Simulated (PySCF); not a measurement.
The scaffold NC-X carries different groups X. Isolated molecules, 0 K electronic values unless said otherwise. One relaxed conformer stands for each flexible species; it need not be the lowest. Strings in code marks are SMILES.

Quantity: vertical ionisation energy (energy after one electron is removed minus that of the parent at the parent's geometry), in eV.

A: `N#CO[SiH3]`
B: `CCC#N`
C: `COC#N`
D: `N#[C][GeH3]`
E: `N#CO`
F: `CC#N`

Problem. Rank these by vertical ionisation energy (energy after one electron is removed minus that of the parent at the parent's geometry) (lowest first), as B3LYP/6-31G* // B3LYP-D3(BJ)/def2-TZVP (PySCF) gives it.

Solution. C (10.96 eV), A (11.04 eV), B (11.68 eV), E (11.80 eV), D (11.88 eV), F (12.14 eV)
